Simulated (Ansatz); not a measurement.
**CH4AlN: molecular dynamics**

Program: Ansatz 0.2.0. Level of theory: RKS PBE-D4/def2-SVP. These are calculated values, not measurements.

### 1 The structure to begin with

Bond lengths: C1–N2 1.216 Å, N2–Al3 1.878 Å, C1–H4 1.046 Å, C1–H5 1.126 Å, Al3–H6 1.612 Å, Al3–H7 1.650 Å. Angles: C1–N2–Al3 122.3°, N2–C1–H4 122.1°, N2–C1–H5 123.4°, H4–C1–H5 114.5°, N2–Al3–H6 121.8°, N2–Al3–H7 120.5°, H6–Al3–H7 117.8°.

As a file:

```xyz
7

C    -1.2071   -0.2632   -0.6687
N    -0.2008   -0.8332   -0.2915
Al    1.1808    0.0620    0.6125
H    -1.9585   -0.7575   -1.2030
H    -1.3891    0.8376   -0.5188
H     1.1022    1.6394    0.9330
H     2.5336   -0.7532    1.0908
```

### 2 Relaxing the start

input.yaml

```yaml
crystal:
  periodic: [false, false, false]
  atoms:
    - { symbol: C, position_ang: [-1.2071, -0.2632, -0.6687] }
    - { symbol: "N", position_ang: [-0.2008, -0.8332, -0.2915] }
    - { symbol: Al, position_ang: [1.1808, 0.062, 0.6125] }
    - { symbol: H, position_ang: [-1.9585, -0.7575, -1.203] }
    - { symbol: H, position_ang: [-1.3891, 0.8376, -0.5188] }
    - { symbol: H, position_ang: [1.1022, 1.6394, 0.933] }
    - { symbol: H, position_ang: [2.5336, -0.7532, 1.0908] }
basis:
  gaussian: { orbitals: def2-SVP }
hamiltonian:
  xc: pbe
  dispersion: d4
relax:
  f_tol: 0.02
  max_steps: 40
output:
  orbitals: {}
```

Started as:

```console
> ansatz run input.yaml --threads 1 --pin off --max-ram 2048MiB --backend cpu --events-out ev --progress --plain --runs-dir out
```

Q: Estimate wall time and peak memory on 1 thread of Arm Neoverse V1, shared host.

About 24 s, with a peak of 0.13 GiB.
